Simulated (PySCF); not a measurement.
**Disulfur Monoxide (S2O): electronic excitations and core binding energies**

Wanted: the electronic excitations and core binding energies of Disulfur Monoxide (S2O) (`O=S=S`), by calculation.

The runs use PySCF 2.14.0, with density-fitted response routines of our own; the level of theory stands in each step. All values are computed, except where a source is named. Atoms are numbered from 0 throughout.

### Step 1. The molecule as given

3 atoms, charge 0, multiplicity 1; geometry from: GFN2-xTB.

Bonds of the start (Å): O0–S1 1.45, S1–S2 1.91.

### Step 2. Excited states and response: CAM-B3LYP/def2-SVPD

What the job is given:

```
{"job": {"kind": "uv", "xc": "CAM-B3LYP", "basis": "def2-SVPD", "nstates": 8, "ntriplets": 3}, "charge": 0, "multiplicity": 1}
O     -1.314657     0.329632    -0.002958
S     -0.193542    -0.587131    -0.010704
S      1.519680     0.254961     0.001108
```

Level: TDDFT CAM-B3LYP/def2-SVPD, vertical, gas phase, core orbitals frozen in the response.

The program printed:

```text
coarse grid: 4336 points
cycle   1  E = -871.0431108530  dE =  6.466e-01  |g| = 7.659e-01  |ddm| = 2.342e+00
cycle   2  E = -870.6841273413  dE =  3.590e-01  |g| = 1.552e+00  |ddm| = 1.672e+00
cycle   3  E = -871.1549221438  dE = -4.708e-01  |g| = 2.360e-01  |ddm| = 1.171e+00
cycle   4  E = -871.1698263263  dE = -1.490e-02  |g| = 7.512e-02  |ddm| = 3.426e-01
cycle   5  E = -871.1714768929  dE = -1.651e-03  |g| = 8.356e-03  |ddm| = 9.223e-02
cycle   6  E = -871.1714986062  dE = -2.171e-05  |g| = 2.239e-03  |ddm| = 1.095e-02
cycle   7  E = -871.1715009045  dE = -2.298e-06  |g| = 4.364e-04  |ddm| = 4.687e-03
final grid: 34704 points
cycle   8  E = -871.2593190123  dE = -2.421e-06  |g| = 9.318e-04  |ddm| = 9.521e-03
cycle   9  E = -871.2593188025  dE =  2.098e-07  |g| = 1.449e-03  |ddm| = 1.720e-03
cycle  10  E = -871.2593191959  dE = -3.933e-07  |g| = 2.880e-04  |ddm| = 1.170e-03
cycle  11  E = -871.2593192172  dE = -2.136e-08  |g| = 6.463e-05  |ddm| = 3.760e-04
cycle  12  E = -871.2593192187  dE = -1.451e-09  |g| = 3.644e-05  |ddm| = 1.449e-04
cycle  13  E = -871.2593192192  dE = -4.964e-10  |g| = 8.982e-06  |ddm| = 5.610e-05
converged SCF energy = -871.2593192192

Static polarisability (au): isotropic 44.604, principal 31.247 37.103 65.460

Singlet excitations
state   eV       nm        f      main configurations
  1   2.2613    548.3   0.00003   H->L 0.99
  2   2.9086    426.3   0.00012   H-2->L 0.99
  3   4.2539    291.5   0.07926   H-1->L 0.90
  4   6.4375    192.6   0.00356   H->L+1 0.83
  5   7.0094    176.9   0.00016   H-1->L+1 0.68, H-1->L+2 0.12
  6   7.1473    173.5   0.01477   H->L+2 0.54, H-2->L+1 0.23
  7   7.1996    172.2   0.00056   H-4->L 0.78, H-5->L 0.12
  8   7.4265    166.9   0.00037   H-5->L 0.82, H-4->L 0.15

Triplet excitations (Tamm-Dancoff, eV): 1.7627 1.9553 2.2871
```

Run time: 3 s. Hardware: 1 thread, shared host.

Frontier orbitals and where they lie:

```csv
orbital,eV,atoms
HOMO−3,-14.71,"O0 49 %, S1 42 %, S2 9 %"
HOMO−2,-10.40,"O0 50 %, S2 25 %, S1 25 %"
HOMO−1,-10.23,"S2 53 %, O0 27 %, S1 19 %"
HOMO,-9.55,"S2 77 %, S1 17 %, O0 6 %"
LUMO,-3.16,"S1 42 %, S2 35 %, O0 23 %"
LUMO+1,0.57,"S2 55 %, S1 39 %, O0 6 %"
LUMO+2,0.90,"S1 57 %, S2 29 %, O0 14 %"
```

With each of the 8 states as a Gaussian band of 0.4 eV half-width at 1/e, the curve within the window shown has maxima at 291 nm (ε 3,200), 173 nm (ε 640) L/(mol cm). Beyond the last state computed it falls off for lack of states. The curve at chosen wavelengths:

| nm | ε (L/mol/cm) |
| --- | --- |
| 160 | 86 |
| 183 | 320 |
| 207 | 38 |
| 230 | 1 |
| 254 | 294 |
| 277 | 2407 |
| 300 | 2899 |
| 324 | 996 |
| 347 | 170 |
| 371 | 18 |
| 394 | 5 |
| 417 | 5 |
| 441 | 5 |
| 464 | 4 |
| 488 | 3 |
| 511 | 2 |
| 534 | 2 |
| 558 | 1 |
| 581 | 1 |
| 605 | 1 |
| 628 | 1 |
| 651 | 1 |
| 675 | 0 |
| 698 | 0 |
| 722 | 0 |
| 745 | 0 |

Ground-state properties from the same run:

```csv
property,computed
dipole moment (D),1.56
polarisability (Å³),6.61
HOMO–LUMO gap (eV),6.39
−ε(HOMO) (eV),9.55
```

### Step 3. Core holes by ΔSCF: SCAN, X2C

What the job is given:

```
{"job": {"kind": "xps"}, "charge": 0, "multiplicity": 1}
O     -1.314657     0.329632    -0.002958
S     -0.193542    -0.587131    -0.010704
S      1.519680     0.254961     0.001108
```

Method: delta-SCF UKS SCAN, pcX-2 on the ionised atom, pcseg-1 elsewhere, spin-free X2C.

The program printed:

```text
ground state, core basis on atom 0 (O), 81 functions
  cycle   1  E = -873.41929109  |g| = 8.98e-01
  cycle   2  E = -871.33325150  |g| = 2.96e+00
  cycle   3  E = -873.28964989  |g| = 8.97e-01
  cycle   4  E = -873.54714384  |g| = 2.96e-01
  cycle   5  E = -873.57451641  |g| = 6.68e-02
  cycle   6  E = -873.57572000  |g| = 1.94e-02
  cycle   7  E = -873.57581801  |g| = 3.55e-03
  cycle   8  E = -873.57582051  |g| = 8.15e-04
  cycle   9  E = -873.57582182  |g| = 2.34e-04
  E(ground) = -873.60562413 Eh
hole in O 1s of atom 0
  cycle   1  E = -852.91918574  |g| = 2.24e+00
  cycle   2  E = -851.05564347  |g| = 2.70e+00
  cycle   3  E = -852.74291781  |g| = 1.13e+00
  cycle   4  E = -852.94208641  |g| = 1.06e+00
  cycle   5  E = -853.76829990  |g| = 1.38e-01
  cycle   6  E = -853.77438861  |g| = 7.36e-02
  cycle   7  E = -853.77652499  |g| = 2.06e-02
  cycle   8  E = -853.77679928  |g| = 6.02e-03
  cycle   9  E = -853.77685604  |g| = 3.00e-03
  cycle  10  E = -853.77688475  |g| = 1.64e-03
  cycle  11  E = -853.77690072  |g| = 7.85e-04
  cycle  12  E = -853.77690771  |g| = 4.15e-04
  E(ion) = -853.81023653 Eh   <S^2> = 0.7981   hole on atom = 1.000   binding energy = 538.660 eV
ground state, core basis on atom 1 (S), 92 functions
  cycle   1  E = -873.71324527  |g| = 4.16e-01
  cycle   2  E = -873.69162519  |g| = 3.08e-01
  cycle   3  E = -873.56499075  |g| = 7.57e-01
  cycle   4  E = -873.71448161  |g| = 3.75e-02
  cycle   5  E = -873.71429236  |g| = 4.31e-02
  cycle   6  E = -873.71487528  |g| = 9.47e-03
  cycle   7  E = -873.71490220  |g| = 1.49e-03
  cycle   8  E = -873.71489964  |g| = 3.11e-04
  E(ground) = -873.73119221 Eh
hole in S 1s of atom 1
  cycle   1  E = -781.32374299  |g| = 5.08e+00
  cycle   2  E = -779.68921857  |g| = 2.84e+00
  cycle   3  E = -778.89553064  |g| = 2.25e+00
  cycle   4  E = -781.94776763  |g| = 1.04e+00
  cycle   5  E = -780.79537978  |g| = 1.76e+00
  cycle   6  E = -782.47259555  |g| = 2.73e-01
  cycle   7  E = -782.51366340  |g| = 9.42e-02
  cycle   8  E = -782.51327652  |g| = 8.86e-02
  cycle   9  E = -782.51651922  |g| = 4.64e-02
  cycle  10  E = -782.51762824  |g| = 1.19e-02
  cycle  11  E = -782.51772626  |g| = 2.12e-03
  cycle  12  E = -782.51774156  |g| = 1.81e-03
  cycle  13  E = -782.51773016  |g| = 1.85e-03
  cycle  14  E = -782.51766299  |g| = 1.01e-03
  cycle  15  E = -782.51765299  |g| = 7.51e-04
  cycle  16  E = -782.51765433  |g| = 8.63e-04
  cycle  17  E = -782.51765214  |g| = 1.39e-04
  E(ion) = -782.52861024 Eh   <S^2> = 0.7542   hole on atom = 1.000   binding energy = 2481.749 eV
hole in S 2p of atom 1
  cycle   1  E = -866.89349374  |g| = 1.53e+00
  cycle   2  E = -865.20880154  |g| = 2.08e+00
  cycle   3  E = -865.83115485  |g| = 1.46e+00
  cycle   4  E = -867.10345548  |g| = 7.05e-01
  cycle   5  E = -867.28899437  |g| = 2.75e-01
  cycle   6  E = -867.31314836  |g| = 9.39e-02
  cycle   7  E = -867.31841885  |g| = 1.81e-02
  cycle   8  E = -867.31848964  |g| = 1.20e-02
  cycle   9  E = -867.31858881  |g| = 2.01e-03
  cycle  10  E = -867.31860943  |g| = 2.09e-03
  cycle  11  E = -867.31862134  |g| = 1.98e-03
  cycle  12  E = -867.31858547  |g| = 1.85e-03
  cycle  13  E = -867.31845974  |g| = 2.31e-03
  cycle  14  E = -867.31845608  |g| = 2.10e-03
  cycle  15  E = -867.31842980  |g| = 1.35e-03
  cycle  16  E = -867.31837340  |g| = 3.33e-03
  cycle  17  E = -867.31837436  |g| = 3.24e-03
  cycle  18  E = -867.31836954  |g| = 3.82e-03
  cycle  19  E = -867.31836930  |g| = 4.43e-03
  cycle  20  E = -867.31837000  |g| = 3.56e-03
  cycle  21  E = -867.31836419  |g| = 3.62e-03
  cycle  22  E = -867.31836646  |g| = 2.60e-03
  cycle  23  E = -867.31836718  |g| = 1.46e-03
  cycle  24  E = -867.31836589  |g| = 1.20e-03
  cycle  25  E = -867.31836689  |g| = 1.29e-04
  E(ion) = -867.34539578 Eh   <S^2> = 0.8243   hole on atom = 1.001   binding energy = 173.766 eV
  2p3/2 = 173.494 eV   2p1/2 = 174.734 eV
ground state, core basis on atom 2 (S), 92 functions
  cycle   1  E = -873.68787794  |g| = 4.11e-01
  cycle   2  E = -873.67167786  |g| = 2.27e-01
  cycle   3  E = -873.53182401  |g| = 6.96e-01
  cycle   4  E = -873.68423466  |g| = 1.64e-01
  cycle   5  E = -873.68961314  |g| = 2.87e-02
  cycle   6  E = -873.68982210  |g| = 4.09e-03
  cycle   7  E = -873.68982436  |g| = 1.79e-03
  cycle   8  E = -873.68982669  |g| = 4.79e-04
  E(ground) = -873.70791804 Eh
hole in S 1s of atom 2
  cycle   1  E = -781.41913797  |g| = 5.08e+00
  cycle   2  E = -780.66072073  |g| = 2.62e+00
  cycle   3  E = -777.04859176  |g| = 2.85e+00
  cycle   4  E = -782.39332304  |g| = 6.87e-01
  cycle   5  E = -782.11451010  |g| = 1.04e+00
  cycle   6  E = -782.63768158  |g| = 4.52e-02
  cycle   7  E = -782.63853217  |g| = 2.09e-02
  cycle   8  E = -782.63872474  |g| = 5.13e-03
  cycle   9  E = -782.63873590  |g| = 1.62e-03
  cycle  10  E = -782.63873598  |g| = 4.15e-04
  E(ion) = -782.64887973 Eh   <S^2> = 0.7525   hole on atom = 1.000   binding energy = 2477.843 eV
hole in S 2p of atom 2
  cycle   1  E = -866.98003221  |g| = 1.53e+00
  cycle   2  E = -865.94928731  |g| = 1.87e+00
  cycle   3  E = -866.36277893  |g| = 1.41e+00
  cycle   4  E = -867.40730748  |g| = 1.89e-01
  cycle   5  E = -867.37316803  |g| = 2.91e-01
  cycle   6  E = -867.42249230  |g| = 3.66e-02
  cycle   7  E = -867.42332355  |g| = 7.14e-03
  cycle   8  E = -867.42334759  |g| = 2.47e-03
  cycle   9  E = -867.42335151  |g| = 1.14e-03
  cycle  10  E = -867.42335264  |g| = 3.44e-04
  E(ion) = -867.44928624 Eh   <S^2> = 0.7553   hole on atom = 1.001   binding energy = 170.306 eV
  2p3/2 = 170.076 eV   2p1/2 = 171.323 eV
```

Wall time 7.1 s (1 thread, shared host).

The holes in one table. −ε is the ground-state orbital energy:

```csv
hole,stands for,environment,ΔSCF (eV; 2p as the shell's mean),−ε (eV),⟨S²⟩
O1s on O0,O0,S=O oxygen,538.66,518.1,0.798
S1s on S1,S1,"sulfur bonded to O, S",2481.75,2419.1,0.754
S2p on S1,S1,"sulfur bonded to O, S",173.91,161.9,0.824
S1s on S2,S2,sulfur bonded to S,2477.84,2415.8,0.752
S2p on S2,S2,sulfur bonded to S,170.49,158.9,0.755
```

With the spin-orbit splitting: S1 2p3/2 173.49, 2p1/2 174.73 eV; S2 2p3/2 170.08, 2p1/2 171.32 eV. The table gives each 2p level as the mean over the whole 2p shell (two parts 2p3/2, one part 2p1/2), which differs a little from the single hole in the log.

### Step 4. Summary of results

```
                                quantity                        value
    lowest singlet (CAM-B3LYP/def2-SVPD)  2.26 eV (548 nm), f = 0.000
brightest single state of those computed  state 3, 4.25 eV, f = 0.079
                          lowest triplet                      1.76 eV
        S1s binding energies, SCAN/pcX-2    S1 2481.75, S2 2477.84 eV
        S2p binding energies, SCAN/pcX-2      S1 173.91, S2 170.49 eV
        O1s binding energies, SCAN/pcX-2                 O0 538.66 eV
```

In words: The lowest singlet, at 2.26 eV, is HOMO→LUMO 0.99 and is dark; of the 8 states computed, the strongest absorption comes from state 3 at 4.25 eV. The lowest triplet lies 0.50 eV below the lowest singlet (triplets in Tamm-Dancoff, singlets in full TDDFT). The S1s levels kept as sound span 3.91 eV, from S2 (sulfur bonded to S) up to S1 (sulfur bonded to O, S). S1 (sulfur bonded to O, S) binds its S2p electron 3.42 eV more tightly than S2 (sulfur bonded to S).
